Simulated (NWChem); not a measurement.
Species: AlCl3; SMILES [Cl][Al]([Cl])[Cl]

```xyz
4

Al     0.0000     0.0000     0.0023
Cl    -2.0375     0.4560    -0.0002
Cl     1.4136     1.5365    -0.0002
Cl     0.6238    -1.9925    -0.0002
```
Atoms are numbered in this order, from 1.

The geometry was optimised at B3LYP/6-31G* (spherical d).

List the 4 lowest vertical singlet excitations from Hartree-Fock/def2-SVPD, TDHF (NWChem).


```
state  energy (eV)  oscillator strength  leading excitation (squared amplitude)
-----  -----------  -------------------  --------------------------------------
S1            8.18                0.000                      HOMO → LUMO (0.70)
S2            8.47                0.000                    HOMO → LUMO+1 (0.94)
S3            8.51                0.000                    HOMO−1 → LUMO (0.66)
S4            8.51                0.000                    HOMO−2 → LUMO (0.66)
```
